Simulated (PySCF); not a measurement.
Work out the structure from these simulated measurements.

Elements present: C, H and P. Monoisotopic mass: 45.9972 u.

- Valence photoelectron: vertical ionisation energy: 10.21 eV [ΔSCF wB97X-D/def2-SVPD]
- NMR, other nuclei: isotropic shieldings of nuclei other than C and H, by class: 107 (1 P) ppm [GIAO KT3/pcSseg-2]
- 13C NMR: chemical shifts (computed TMS as zero) by class: 181.8 (1 C) ppm [GIAO KT3/pcSseg-2]
- UV, first state: lowest singlet excitation: 4.74 eV (261 nm, f = 0.009) [TDDFT wB97X-D/def2-SVPD]
- Rotational structure: rotational constants A, B, C: 137.050, 16.453, 14.689 GHz [PBE0-D3(BJ)/def2-SVP]
- Dipole: 0.97 D [wB97X-D/def2-SVPD]
- XPS: P2p3/2 136.7, C1s 290.8, P1s 2150.3 eV [ΔSCF SCAN, pcX-2 on the ionised atom, pcseg-1 elsewhere, spin-free X2C, 2p3/2 from a spin–orbit splitting computed afterwards within the 2p shell]
- Polarisability: 39.6 au [wB97X-D/def2-SVPD]
- 1H NMR: chemical shifts (computed TMS as zero) by class: 8.76 (1 H), 8.34 (1 H), 6.43 (1 H) ppm [GIAO KT3/pcSseg-2]

Electronic properties: PySCF, gas phase, density fitting. Levels stand in brackets. Isolated species at its PBE0-D3(BJ)/def2-SVP geometry, gas phase. Each NMR value is the plain mean over a class of atoms that symmetry, rotation or inversion makes alike.

Problem. Which formula fits the mass and the elements?

Solution. CH3P (calculated 45.9972). No other formula that holds each of these elements comes within 0.0003 u with a fitting electron parity and a possible valence count.

Problem. What is the compound? Reason from the data.

Solution. The one carbon: carbon bonded to P and 2 H (181.8 ppm). Hydrogen classes from least to most shielded: 1 H on a carbon bonded to P and 2 H (8.76 ppm), 1 H on a carbon bonded to P and 2 H (8.34 ppm), 1 H on a phosphorus bonded to C and H (6.43 ppm). The other shieldings belong to: 107 ppm, phosphorus bonded to C and H. The core levels belong to: P2p3/2 136.7 eV, phosphorus bonded to C and H; C1s 290.8 eV, carbon bonded to P and 2 H; P1s 2150.3 eV, phosphorus bonded to C and H. The hole state at 290.8 eV has ⟨S²⟩ = 0.84 against 0.75, so that value is less sure. The first electron is taken from the HOMO, whose largest Löwdin shares are 0.45 on the carbon bonded to P and 2 H, 0.41 on the phosphorus bonded to C and H and 0.05 on each of 2 atoms of one kind (hydrogen on carbon). The optimised geometry has point group Cs and is an asymmetric top. Structure: CH2PH (`C=P`).
